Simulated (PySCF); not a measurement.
# C2H6O3S: the cost of one run

The runs use PySCF 2.14.0, with density-fitted response routines of our own; the level of theory stands in each step. All values are computed, except where a source is named. Atoms are numbered from 0 throughout.

## 1. The molecule as given

12 atoms, charge 0, multiplicity 1; geometry from: GFN2-xTB. The atoms were then displaced at random by about 0.01 Å, so the start is not that level's minimum.

Bonds of the start (Å): C0–C1 1.51, C1–S2 1.81, S2–O3 1.43, S2–O4 1.42, S2–O5 1.61, C0–H6 1.09, C0–H7 1.11, C0–H8 1.06, C1–H9 1.08, C1–H10 1.10, O5–H11 0.95.

## 2. Geometry optimisation at PBE0-D3(BJ)/def2-TZVP

What the job is given:

```
{"job": {"xc": "PBE0", "basis": "def2-TZVP", "d3": "d3bj", "grid": 2, "shake": 0.01, "kind": "geom"}, "charge": 0, "multiplicity": 1}
C      1.422200     0.304740    -0.383960
C      0.520370    -0.534990     0.485120
S     -1.143850     0.186500     0.435770
O     -1.023760     1.585140     0.726500
O     -2.057800    -0.626800     1.162890
O     -1.487790    -0.003870    -1.126320
H      1.035250     0.317680    -1.407420
H      1.385450     1.359830    -0.030260
H      2.430710    -0.012840    -0.366490
H      0.417340    -1.552540     0.143030
H      0.824020    -0.527160     1.537310
H     -2.282460    -0.523960    -1.185200
```

The run is started by

```
> OMP_NUM_THREADS=1 python probes_run.py task.json out
```

This one command runs all jobs of the session in turn.

Q: Estimate the wall time and peak memory of this first job on 1 thread of Arm Neoverse V1, shared host.

About 3.1 min, with a peak of 1.1 GiB.
